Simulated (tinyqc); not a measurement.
Inside a calculation (part 1 of 2). Method: RHF in the sto-6g basis, for H2O, spin multiplicity 1. Computed by tinyqc, a small Python program that keeps every step (integrals from PySCF). Settings: charge = 0, multiplicity = 1, basis = sto-6g, energy threshold = 1e-10, iteration cap = 72, orthogonalisation = canonical, start = core, DIIS depth = 6, shift = 0.2, method = RHF. Command: `OMP_NUM_THREADS=1 python tinyqc.py 24043 24044 out.jsonl` (the two numbers bound the seeds that draw the settings). One thread of a shared host (Intel(R) Xeon(R) Processor @ 2.60GHz), about 0.1 s of CPU time with the checks. Later iterations appear only in the table of the cycle.

## One-electron integrals

Geometry (angstrom):
```
atom         x          y         z
O     0.000000   0.000000  0.000000
H     0.000000   0.675000  0.582000
H     0.000000  -0.675000  0.582000
```

Basis sto-6g: exponents (1/bohr^2) and contraction coefficients of normalised primitives:
```
element  l (shell)     exponent  coefficient
O            s (1)  1355.584234     0.009164
O            s (1)   248.544885     0.049361
O            s (1)    69.533902     0.168538
O            s (1)    23.886772     0.370563
O            s (1)     9.275933     0.416492
O            s (1)     3.820341     0.130334
O            s (2)    52.187762    -0.013253
O            s (2)    10.329320    -0.046992
O            s (2)     3.210345    -0.033785
O            s (2)     1.235135     0.250242
O            s (2)     0.536420     0.595117
O            s (2)     0.245881     0.240706
O            p (3)    52.187762     0.003760
O            p (3)    10.329320     0.037679
O            p (3)     3.210345     0.173897
O            p (3)     1.235135     0.418036
O            p (3)     0.536420     0.425860
O            p (3)     0.245881     0.101708
H            s (1)    35.523221     0.009164
H            s (1)     6.513144     0.049361
H            s (1)     1.822143     0.168538
H            s (1)     0.625955     0.370563
H            s (1)     0.243077     0.416492
H            s (1)     0.100112     0.130334
```

Overlap, kinetic and nuclear-attraction integrals over the contracted functions; the nuclear repulsion is the sum of Za Zb / Rab.

nuclear repulsion = 9.89180449 hartree

overlap S, lower triangle:
```
           1O 1s     1O 2s    1O 2px     1O 2py    1O 2pz     2H 1s     3H 1s
1O 1s   1.000000
1O 2s   0.231145  1.000000
1O 2px  0.000000  0.000000  1.000000
1O 2py  0.000000  0.000000  0.000000   1.000000
1O 2pz  0.000000  0.000000  0.000000   0.000000  1.000000
2H 1s   0.064449  0.520892  0.000000   0.313940  0.270686  1.000000
3H 1s   0.064449  0.520892  0.000000  -0.313940  0.270686  0.317072  1.000000
```

kinetic energy T (hartree), lower triangle:
```
            1O 1s     1O 2s    1O 2px     1O 2py    1O 2pz     2H 1s     3H 1s
1O 1s   29.327197
1O 2s   -0.896024  0.842618
1O 2px   0.000000  0.000000  2.531309
1O 2py   0.000000  0.000000  0.000000   2.531309
1O 2pz   0.000000  0.000000  0.000000   0.000000  2.531309
2H 1s    0.000666  0.162464  0.000000   0.253650  0.218703  0.768522
3H 1s    0.000666  0.162464  0.000000  -0.253650  0.218703  0.026871  0.768522
```

nuclear attraction V (hartree), lower triangle:
```
             1O 1s       1O 2s      1O 2px      1O 2py      1O 2pz      2H 1s      3H 1s
1O 1s   -62.445793
1O 2s    -6.425761  -10.164035
1O 2px    0.000000    0.000000  -10.066293
1O 2py    0.000000    0.000000    0.000000  -10.233805
1O 2pz   -0.024740   -0.267410    0.000000    0.000000  -10.190826
2H 1s    -2.056726   -4.345883    0.000000   -2.346557   -2.124065  -6.153437
3H 1s    -2.056726   -4.345883    0.000000    2.346557   -2.124065  -2.112417  -6.153437
```

core Hamiltonian H = T + V (hartree), lower triangle:
```
             1O 1s      1O 2s     1O 2px     1O 2py     1O 2pz      2H 1s      3H 1s
1O 1s   -33.118596
1O 2s    -7.321785  -9.321417
1O 2px    0.000000   0.000000  -7.534984
1O 2py    0.000000   0.000000   0.000000  -7.702497
1O 2pz   -0.024740  -0.267410   0.000000   0.000000  -7.659517
2H 1s    -2.056060  -4.183420   0.000000  -2.092907  -1.905362  -5.384915
3H 1s    -2.056060  -4.183420   0.000000   2.092907  -1.905362  -2.085546  -5.384915
```

## Two-electron integrals

Functions are numbered as in S; the eight-fold symmetry (ij|kl) = (ji|kl) = (kl|ij) leaves the list below.

Two-electron integrals (ij|kl) in chemists' order, unique and non-zero (hartree):
```
(11|11) 4.787491    (21|11) 0.675884    (21|21) 0.121505    (22|11) 1.117379
(22|21) 0.249212    (22|22) 0.817383    (31|31) 0.025762    (32|31) 0.039145
(32|32) 0.180664    (33|11) 1.117381    (33|21) 0.249212    (33|22) 0.817382
(33|33) 0.880663    (41|41) 0.025762    (42|41) 0.039145    (42|42) 0.180664
(43|43) 0.047461    (44|11) 1.117381    (44|21) 0.249212    (44|22) 0.817382
(44|33) 0.785741    (44|44) 0.880663    (51|51) 0.025762    (52|51) 0.039145
(52|52) 0.180664    (53|53) 0.047461    (54|54) 0.047461    (55|11) 1.117381
(55|21) 0.249212    (55|22) 0.817382    (55|33) 0.785741    (55|44) 0.785741
(55|55) 0.880663    (61|11) 0.201513    (61|21) 0.034692    (61|22) 0.069497
(61|33) 0.069344    (61|41) 0.001277    (61|42) 0.002482    (61|44) 0.069607
(61|51) 0.001101    (61|52) 0.002140    (61|54) 0.000227    (61|55) 0.069540
(61|61) 0.010098    (62|11) 0.451098    (62|21) 0.101827    (62|22) 0.365054
(62|33) 0.359307    (62|41) 0.006097    (62|42) 0.043278    (62|44) 0.369195
(62|51) 0.005257    (62|52) 0.037315    (62|54) 0.008526    (62|55) 0.366658
(62|61) 0.029160    (62|62) 0.195781    (63|31) 0.011802    (63|32) 0.064748
(63|43) 0.009111    (63|53) 0.007856    (63|63) 0.029080    (64|11) 0.232682
(64|21) 0.053310    (64|22) 0.203823    (64|33) 0.194434    (64|41) 0.014685
(64|42) 0.088116    (64|44) 0.218361    (64|51) 0.002486    (64|52) 0.020149
(64|54) 0.012774    (64|55) 0.198674    (64|61) 0.016040    (64|62) 0.132976
(64|64) 0.118659    (65|11) 0.200623    (65|21) 0.045965    (65|22) 0.175741
(65|33) 0.167645    (65|41) 0.002486    (65|42) 0.020149    (65|44) 0.172563
(65|51) 0.013945    (65|52) 0.082120    (65|54) 0.013352    (65|55) 0.187014
(65|61) 0.013830    (65|62) 0.114655    (65|64) 0.077237    (65|65) 0.095676
(66|11) 0.564583    (66|21) 0.129764    (66|22) 0.527420    (66|33) 0.506108
(66|41) 0.010916    (66|42) 0.102593    (66|44) 0.542781    (66|51) 0.009412
(66|52) 0.088458    (66|54) 0.031620    (66|55) 0.533372    (66|61) 0.037636
(66|62) 0.343783    (66|64) 0.267307    (66|65) 0.230478    (66|66) 0.774999
(71|11) 0.201513    (71|21) 0.034692    (71|22) 0.069497    (71|33) 0.069344
(71|41) -0.001277   (71|42) -0.002482   (71|44) 0.069607    (71|51) 0.001101
(71|52) 0.002140    (71|54) -0.000227   (71|55) 0.069540    (71|61) 0.009960
(71|62) 0.028276    (71|64) 0.014022    (71|65) 0.013395    (71|66) 0.035943
(71|71) 0.010098    (72|11) 0.451098    (72|21) 0.101827    (72|22) 0.365054
(72|33) 0.359307    (72|41) -0.006097   (72|42) -0.043278   (72|44) 0.369195
(72|51) 0.005257    (72|52) 0.037315    (72|54) -0.008526   (72|55) 0.366658
(72|61) 0.028276    (72|62) 0.164579    (72|64) 0.075934    (72|65) 0.093851
(72|66) 0.244267    (72|71) 0.029160    (72|72) 0.195781    (73|31) 0.011802
(73|32) 0.064748    (73|43) -0.009111   (73|53) 0.007856    (73|63) 0.023859
(73|73) 0.029080    (74|11) -0.232682   (74|21) -0.053310   (74|22) -0.203823
(74|33) -0.194434   (74|41) 0.014685    (74|42) 0.088116    (74|44) -0.218361
(74|51) -0.002486   (74|52) -0.020149   (74|54) 0.012774    (74|55) -0.198674
(74|61) -0.014022   (74|62) -0.075934   (74|64) -0.011286   (74|65) -0.042194
(74|66) -0.096399   (74|71) -0.016040   (74|72) -0.132976   (74|74) 0.118659
(75|11) 0.200623    (75|21) 0.045965    (75|22) 0.175741    (75|33) 0.167645
(75|41) -0.002486   (75|42) -0.020149   (75|44) 0.172563    (75|51) 0.013945
(75|52) 0.082120    (75|54) -0.013352   (75|55) 0.187014    (75|61) 0.013395
(75|62) 0.093851    (75|64) 0.042194    (75|65) 0.076628    (75|66) 0.153858
(75|71) 0.013830    (75|72) 0.114655    (75|74) -0.077237   (75|75) 0.095676
(76|11) 0.208492    (76|21) 0.047519    (76|22) 0.183730    (76|33) 0.179442
(76|44) 0.182687    (76|51) 0.003926    (76|52) 0.032579    (76|55) 0.189061
(76|61) 0.013493    (76|62) 0.098452    (76|64) 0.057134    (76|65) 0.064839
(76|66) 0.177564    (76|71) 0.013493    (76|72) 0.098452    (76|74) -0.057134
(76|75) 0.064839    (76|76) 0.059053    (77|11) 0.564583    (77|21) 0.129764
(77|22) 0.527420    (77|33) 0.506108    (77|41) -0.010916   (77|42) -0.102593
(77|44) 0.542781    (77|51) 0.009412    (77|52) 0.088458    (77|54) -0.031620
(77|55) 0.533372    (77|61) 0.035943    (77|62) 0.244267    (77|64) 0.096399
(77|65) 0.153858    (77|66) 0.379277    (77|71) 0.037636    (77|72) 0.343783
(77|74) -0.267307   (77|75) 0.230478    (77|76) 0.177564    (77|77) 0.774999
```

## Orthogonalisation

S = U s U^T; canonical form X = U s^(-1/2), so that X^T S X = 1. Each column of U has its largest component positive (the first on a tie).

eigenvalues of S: 0.298258  0.370030  0.883743  1.000000  1.092008  1.312898  2.043063

X:
```
                1          2          3         4          5          6         7
1O 1s   -0.273319   0.000000   0.771025  0.000000  -0.616805   0.000000  0.134390
1O 2s    1.274825   0.000000  -0.311801  0.000000  -0.306730   0.000000  0.399835
1O 2px   0.000000   0.000000   0.000000  1.000000   0.000000   0.000000  0.000000
1O 2py   0.000000  -0.947017   0.000000  0.000000   0.000000   0.713377  0.000000
1O 2pz   0.615690   0.000000   0.634593  0.000000   0.645846   0.000000  0.192302
2H 1s   -0.798075   0.950169  -0.136275  0.000000   0.109763   0.355505  0.370508
3H 1s   -0.798075  -0.950169  -0.136275  0.000000   0.109763  -0.355505  0.370508
```

## Starting guess

The start is the orbitals of the core Hamiltonian; D = 2 C_occ C_occ^T.

D at the start, lower triangle:
```
            1O 1s      1O 2s    1O 2px     1O 2py     1O 2pz     2H 1s     3H 1s
1O 1s    2.130274
1O 2s   -0.619330   2.924109
1O 2px   0.000000   0.000000  2.000000
1O 2py   0.000000   0.000000  0.000000   2.441281
1O 2pz  -0.070164   0.465479  0.000000   0.000000   2.260496
2H 1s    0.102517  -0.475515  0.000000  -0.436164  -0.307013  0.179738
3H 1s    0.102517  -0.475515  0.000000   0.436164  -0.307013  0.023887  0.179738
```

## Iteration 1: building the Fock matrix

J_ij = sum D_kl (ij|kl), K_ij = sum D_kl (ik|jl); F = H + J - 0.5 K; E = tr D H + tr D J / 2 - 0.25 tr D K + E_nn.

Coulomb J (hartree), lower triangle:
```
            1O 1s      1O 2s    1O 2px     1O 2py    1O 2pz     2H 1s     3H 1s
1O 1s   18.902463
1O 2s    3.408212   8.900759
1O 2px   0.000000   0.000000  8.907876
1O 2py   0.000000   0.000000  0.000000   8.896618
1O 2pz   0.005387  -0.010046  0.000000   0.000000  8.897777
2H 1s    0.977592   3.854241  0.000000   2.104002  1.807620  5.326748
3H 1s    0.977592   3.854241  0.000000  -2.104002  1.807620  1.890173  5.326748
```

exchange K (hartree), lower triangle:
```
           1O 1s      1O 2s    1O 2px     1O 2py    1O 2pz     2H 1s     3H 1s
1O 1s   9.906595
1O 2s   1.600078   2.855349
1O 2px  0.000000   0.000000  2.386888
1O 2py  0.000000   0.000000  0.000000   2.370713
1O 2pz  0.001611  -0.002659  0.000000   0.000000  2.370815
2H 1s   0.488807   1.092712  0.000000   0.446649  0.381545  0.610415
3H 1s   0.488807   1.092712  0.000000  -0.446649  0.381545  0.404782  0.610415
```

Fock matrix F (hartree), lower triangle:
```
             1O 1s      1O 2s    1O 2px     1O 2py     1O 2pz      2H 1s      3H 1s
1O 1s   -19.169430
1O 2s    -4.713612  -1.848333
1O 2px    0.000000   0.000000  0.179448
1O 2py    0.000000   0.000000  0.000000   0.008765
1O 2pz   -0.020159  -0.276126  0.000000   0.000000   0.052852
2H 1s    -1.322872  -0.875535  0.000000  -0.212230  -0.288515  -0.363375
3H 1s    -1.322872  -0.875535  0.000000   0.212230  -0.288515  -0.397764  -0.363375
```

total energy of this density = -73.88924524 hartree

## Iteration 1: diagonalisation and new density

A level shift of 0.2 hartree raises the virtual space: F + shift (S - S D(s) S), with D(s) the density of one spin (D/2). Diagonalise F' = X^T F X, C = X C', fill 5 alpha and 5 beta electrons from the bottom; D = 2 C_occ C_occ^T. Each column has its largest component positive (the first on a tie).

F' = X^T F X (hartree), lower triangle:
```
           1          2          3         4          5          6          7
1   0.561046
2   0.000000   0.978509
3   1.180708   0.000000  -8.714556
4   0.000000   0.000000   0.000000  0.179448
5  -0.873324   0.000000   8.844667  0.000000  -8.720060
6   0.000000  -0.038030   0.000000  0.000000   0.000000  -0.146814
7  -0.062263   0.000000  -3.536189  0.000000   3.623000   0.000000  -2.187686
```

orbital energies (hartree): MO1 -19.174768, MO2 -0.838984, MO3 -0.148098, MO4 0.093180, MO5 0.179448, MO6 0.859316, MO7 0.979793

coefficients C:
```
              MO1        MO2        MO3        MO4       MO5        MO6        MO7
1O 1s    0.995482  -0.221046   0.000000   0.116229  0.000000  -0.119741   0.000000
1O 2s    0.021956   0.822997   0.000000  -0.602630  0.000000   0.967151   0.000000
1O 2px   0.000000   0.000000   0.000000   0.000000  1.000000   0.000000   0.000000
1O 2py   0.000000   0.000000   0.681021   0.000000  0.000000   0.000000   0.970545
1O 2pz   0.004133   0.255251   0.000000   0.779709  0.000000   0.750175   0.000000
2H 1s   -0.005424   0.128778   0.387359   0.225287  0.000000  -0.858750  -0.937635
3H 1s   -0.005424   0.128778  -0.387359   0.225287  0.000000  -0.858750   0.937635
```

D after iteration 1, lower triangle:
```
            1O 1s      1O 2s    1O 2px     1O 2py    1O 2pz      2H 1s     3H 1s
1O 1s    2.106708
1O 2s   -0.460213   2.081938
1O 2px   0.000000   0.000000  2.000000
1O 2py   0.000000   0.000000  0.000000   0.927579
1O 2pz   0.076634  -0.519429  0.000000   0.000000  1.346233
2H 1s   -0.015361  -0.059799  0.000000   0.527599  0.417013   0.434828
3H 1s   -0.015361  -0.059799  0.000000  -0.527599  0.417013  -0.165359  0.434828
```

## Iteration 2: building the Fock matrix

As before.

Coulomb J (hartree), lower triangle:
```
            1O 1s     1O 2s    1O 2px     1O 2py    1O 2pz     2H 1s     3H 1s
1O 1s   17.692994
1O 2s    3.155809  8.349301
1O 2px   0.000000  0.000000  8.354868
1O 2py   0.000000  0.000000  0.000000   8.340208
1O 2pz  -0.002648  0.054915  0.000000   0.000000  8.352826
2H 1s    0.906577  3.705967  0.000000   2.053870  1.799808  5.386232
3H 1s    0.906577  3.705967  0.000000  -2.053870  1.799808  1.866866  5.386232
```

exchange K (hartree), lower triangle:
```
           1O 1s      1O 2s    1O 2px     1O 2py    1O 2pz     2H 1s     3H 1s
1O 1s   9.816151
1O 2s   1.535698   2.676290
1O 2px  0.000000   0.000000  2.297138
1O 2py  0.000000   0.000000  0.000000   1.937156
1O 2pz  0.005961  -0.050148  0.000000   0.000000  2.096388
2H 1s   0.469389   1.258653  0.000000   0.687382  0.609424  1.299635
3H 1s   0.469389   1.258653  0.000000  -0.687382  0.609424  0.562960  1.299635
```

Fock matrix F (hartree), lower triangle:
```
             1O 1s      1O 2s     1O 2px     1O 2py     1O 2pz      2H 1s      3H 1s
1O 1s   -20.333677
1O 2s    -4.933825  -2.310261
1O 2px    0.000000   0.000000  -0.328685
1O 2py    0.000000   0.000000   0.000000  -0.330867
1O 2pz   -0.030369  -0.187420   0.000000   0.000000  -0.354886
2H 1s    -1.384178  -1.106780   0.000000  -0.382728  -0.410266  -0.648501
3H 1s    -1.384178  -1.106780   0.000000   0.382728  -0.410266  -0.500161  -0.648501
```

total energy of this density = -75.63355783 hartree

## Iteration 2: DIIS over 2 matrices

error matrix X^T (FDS - SDF) X:
```
           1         2          3         4          5          6         7
1   0.000000  0.000000   0.005624  0.000000   0.027029   0.000000  0.203981
2   0.000000  0.000000   0.000000  0.000000   0.000000  -0.180145  0.000000
3  -0.005624  0.000000   0.000000  0.000000   0.007688   0.000000  0.063199
4   0.000000  0.000000   0.000000  0.000000   0.000000   0.000000  0.000000
5  -0.027029  0.000000  -0.007688  0.000000   0.000000   0.000000  0.024900
6   0.000000  0.180145   0.000000  0.000000   0.000000   0.000000  0.000000
7  -0.203981  0.000000  -0.063199  0.000000  -0.024900   0.000000  0.000000
```

B (overlaps of the stored error matrices):
```
               1              2
1  5.2139326e+00  8.6160794e-01
2  8.6160794e-01  1.5899150e-01
```

Minimise |sum c_i e_i|^2 with sum c_i = 1: solve [B -1; -1 0][c; lambda] = [0; -1] with B_ij = tr e_i^T e_j, and take F = sum c_i F_i.

DIIS coefficients: -0.192513  1.192513

extrapolated F (hartree), lower triangle:
```
             1O 1s      1O 2s     1O 2px     1O 2py     1O 2pz      2H 1s      3H 1s
1O 1s   -20.557810
1O 2s    -4.976219  -2.399188
1O 2px    0.000000   0.000000  -0.426507
1O 2py    0.000000   0.000000   0.000000  -0.396250
1O 2pz   -0.032335  -0.170343   0.000000   0.000000  -0.433381
2H 1s    -1.395980  -1.151297   0.000000  -0.415551  -0.433704  -0.703391
3H 1s    -1.395980  -1.151297   0.000000   0.415551  -0.433704  -0.519874  -0.703391
```

## Iteration 2: diagonalisation and new density

As before.

F' = X^T F X (hartree), lower triangle:
```
           1          2          3          4          5          6          7
1   0.544411
2   0.000000   1.008727
3   1.425130   0.000000  -9.689339
4   0.000000   0.000000   0.000000  -0.426507
5  -0.853196   0.000000   9.222066   0.000000  -9.635430
6   0.000000  -0.146564   0.000000   0.000000   0.000000  -0.669363
7  -0.070363   0.000000  -3.676610   0.000000   3.772109   0.000000  -2.740914
```

orbital energies (hartree): MO1 -20.561098, MO2 -1.350234, MO3 -0.682068, MO4 -0.508245, MO5 -0.426507, MO6 0.898305, MO7 1.021431

coefficients C:
```
              MO1        MO2        MO3        MO4       MO5        MO6        MO7
1O 1s    0.996584  -0.218908   0.000000   0.103257  0.000000  -0.126210   0.000000
1O 2s    0.016792   0.813842   0.000000  -0.574325  0.000000   0.991907   0.000000
1O 2px   0.000000   0.000000   0.000000   0.000000  1.000000   0.000000   0.000000
1O 2py   0.000000   0.000000   0.628928   0.000000  0.000000   0.000000   1.005086
1O 2pz   0.003919   0.169329   0.000000   0.774663  0.000000   0.779159   0.000000
2H 1s   -0.004259   0.154105   0.436233   0.254989  0.000000  -0.846187  -0.915918
3H 1s   -0.004259   0.154105  -0.436233   0.254989  0.000000  -0.846187   0.915918
```

D after iteration 2, lower triangle:
```
            1O 1s      1O 2s    1O 2px     1O 2py    1O 2pz      2H 1s     3H 1s
1O 1s    2.103526
1O 2s   -0.441452   1.984940
1O 2px   0.000000   0.000000  2.000000
1O 2py   0.000000   0.000000  0.000000   0.791100
1O 2pz   0.093655  -0.614071  0.000000   0.000000  1.257580
2H 1s   -0.023300  -0.042202  0.000000   0.548718  0.447217   0.558170
3H 1s   -0.023300  -0.042202  0.000000  -0.548718  0.447217  -0.203027  0.558170
```
